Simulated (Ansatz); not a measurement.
What does this script print? It uses the Python package of Ansatz (0.2.0).

`pa.py`
```python
"""Proton affinity of N2 at one site."""

import warnings

import ansatz as az
import numpy as np


def main() -> None:
    warnings.simplefilter("ignore", az.DeckWarning)

    system = (
        az.Crystal.molecule()
        .atom("N", [0.46917, -0.15152, 0.24172])
        .atom("N", [-0.46917, 0.15152, -0.24172])
    )

    setup = (
        system.calculation()
        .basis(gaussian="def2-SVP")
        .functional("PBE0")
    )
    symbols = [site.symbol for site in system.cartesian_sites]
    start = np.array([site.position_ang for site in system.cartesian_sites], dtype=float)
    r = setup.relax(force_tolerance=0.01).run().report
    end = np.array(r["positions_ang"])

    # put the proton on the side away from the neighbours, slightly off axis
    away = sum((end[0] - end[j]) / np.linalg.norm(end[0] - end[j]) for j in [1]) + np.array([0.15, 0.1, -0.2])
    proton = end[0] + 1.0 * away / np.linalg.norm(away)
    acid = az.Crystal.molecule()
    for symbol, place in zip(symbols, end):
        acid = acid.atom(symbol, place.tolist())
    acid = acid.atom("H", proton.tolist())
    protonated = (
        acid.calculation()
        .basis(gaussian="def2-SVP")
        .functional("PBE0")
        .charge(1)
        .relax(force_tolerance=0.01, max_steps=80)
    )
    after = protonated.run().report
    xyz = np.array(after["positions_ang"])
    reach = np.linalg.norm(xyz[:-1] - xyz[-1], axis=1)
    print(f"base {r['free_energy_ev']:.5f} eV, protonated {after['free_energy_ev']:.5f} eV")
    print(f"the proton ends {reach.min():.3f} A from {symbols[reach.argmin()]}{reach.argmin()}")
    print(f"electronic proton affinity {(r['free_energy_ev'] - after['free_energy_ev']):.3f} eV")


if __name__ == "__main__":
    main()
```

```console
$ python pa.py
base -2974.61640 eV, protonated -2980.02231 eV
the proton ends 1.044 A from N0
electronic proton affinity 5.406 eV
```

Total energies depend on the basis set; only differences at equal settings carry meaning. The proton is put on one chosen atom, which needn't be the most basic site, so the molecule's proton affinity can be higher; the ends are stationary points, not checked by frequencies, and zero-point and thermal terms count only where printed. Wall time of the script: 3.3 s on 1 thread of Arm Neoverse V2, on a shared host, peak memory 0.16 GiB.

(Lines on the test bed's own set-up are left out of the output.)
